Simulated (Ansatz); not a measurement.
Compare A (`C=CC(=C)N`) with its isomer B (`C1=NCCC1`).

Gas-phase electronic energies from Ansatz, PBE0-D4/def2-TZVP geometries. CCSD(T)/CBS adds triple-zeta CCSD(T) − MP2 to the extrapolated MP2 energy (def2 sets, frozen cores). DFT in def2-TZVPP. B3LYP here is the variant with VWN-RPA as its local correlation; programs differ in this. Each species was taken in one conformer, which may not be the lowest.

(1) Which is lower in electronic energy at CCSD(T)/CBS, and by how much? (Estimate.)

(2) Give E(B) − E(A) in kJ/mol with r2SCAN-D4, CCSD/def2-TZVPP, HF/def2-TZVPP, LDA (SPW92), B3LYP-D4, ωB97M-V, B2PLYP. (Estimate.)

(3) Does the order hold for the free energy at 298.15 K (harmonic terms from PBE0-D4)? (Estimate.)

Largest T1 diagnostic: 0.012.

## Answers

(1) Computed: B, by 47.9 kJ/mol.

(2) Ansatz gave: r2SCAN-D4 -41.1, CCSD/def2-TZVPP -55.6, HF/def2-TZVPP -45.8, LDA (SPW92) -52.0, B3LYP-D4 -32.0, ωB97M-V -51.9, B2PLYP -40.3. None reverses the order clearly.

(3) The calculation gave: Yes: G(B) − G(A) = -38.5 kJ/mol, for one conformer each.

In def2-TZVPP, CCSD(T) changes the Hartree–Fock value by −7.4 kJ/mol (the triples alone add +2.4 kJ/mol) and MP2 by −10.1 kJ/mol. From PBE to PBE0 (25 % exact exchange), in def2-TZVPP and without D4, E(B) − E(A) moves by −11.8 kJ/mol.
